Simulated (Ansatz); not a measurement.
## Ansatz (development build ahead of 0.2.0) run

```yaml
crystal:
  periodic: [false, false, false]
  atoms:
    - { symbol: B, position_ang: [0.04591, 0.00516, -1.35551] }
    - { symbol: C, position_ang: [-0.02204, 0.04155, 0.19964] }
    - { symbol: O, position_ang: [0.00745, -0.04257, 1.33975] }
    - { symbol: H, position_ang: [-0.01233, -1.1327, -1.64609] }
    - { symbol: H, position_ang: [-1.01265, 0.55339, -1.67552] }
    - { symbol: H, position_ang: [1.02231, 0.54714, -1.66847] }
basis:
  gaussian: { orbitals: "6-31G" }
hamiltonian:
  xc: hf
```

The input is written out in the form of the current development build from the run's settings.

Results

- Converged: yes
- Total energy: -139.05561 hartree
- Spin squared of the determinant: 0.000
